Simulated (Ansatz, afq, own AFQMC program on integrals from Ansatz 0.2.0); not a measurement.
## RuH, sextet in def2-TZVPP, levels against CCSDT(Q)

```xyz
2

Ru    0.0000    0.0000    0.0000
H     0.0000    0.0000    1.7532
```

Basis def2-TZVPP with its core potentials. Noble-gas cores (and the filled d shells of Ga–Kr and In–Xe) are frozen. Ansatz 0.2.0 and our own AFQMC program on the same integrals; the CISD trial comes from CCSD amplitudes, and released means the phaseless constraint is let go. Free projection: walkers drawn from exp(T), propagated without any constraint. Its projection time is finite, and what remains of the start isn't in its error. ± is one standard error of the sampling. No spin–orbit coupling. The metal's outer-core s and p shells are frozen, which shifts wave-function levels against functionals.

Determinant: UHF, the one that the program's search chose, which needn't be the lowest solution. The geometry is a PBE0/def2-TZVP stationary point of this or a neighbouring charge and spin state.

No full CI on the walks' own integrals is used here; CCSDT(Q) serves as the reference and is uncertain by about the last step of the cluster series.

Cautions: no spin-orbit coupling; outer-core shells of the metal frozen; lower spins were not checked; higher spins were not checked.

The T1 diagnostic is 0.0341. The weight of the determinant in the CISD state is 0.909, the ⟨S²⟩ of the determinant is 8.758 and the size of the correlated space is 9 electrons in 66 orbitals.

| level | correlation energy (eV) |
| --- | --- |
| MP2 | -4.8561 |
| CCSD | -5.2307 |
| CCSD(T) | -5.3955 |

(1) Estimate where free-projection AFQMC lies against CCSD(T) on the same integrals.

(1) 2.3 ± 0.5 kJ/mol below CCSD(T).

Reference: CCSDT(Q), correlation energy -5.416 eV. The released energy is read at 4.20 1/Eh (meV from the phaseless value at times in 1/Eh: -8.7 ± 2.0 at 0.60, -9 ± 3 at 1.20, -19 ± 3 at 2.00, -17 ± 4 at 3.00, -19 ± 6 at 4.20).

| level | E − E(reference) (kJ/mol) | share of correlation (%) |
| --- | --- | --- |
| CCSD(T) | 2.0 | 99.62 |
| CCSDT | 0.4 | 99.92 |
| ph-AFQMC/HF | 6.1 ± 1.4 | 98.84 |
| ph-AFQMC/CISD | 1.8 ± 0.1 | 99.65 |
| released AFQMC | 0.0 ± 0.6 | 100.00 |
| free AFQMC | -0.3 ± 0.5 | 100.05 |

Free projections are given only where their last times agree within the noise and don't stop above the reference; a slow remainder of the start can still hide under it. A walk keeps the symmetry of its determinant, which the program's search chose and which needn't be the lowest solution, so a lower state of the same spin and another symmetry isn't excluded. Released energies are given only where the last usable release times agree within the noise; a slower fall can still hide under it.
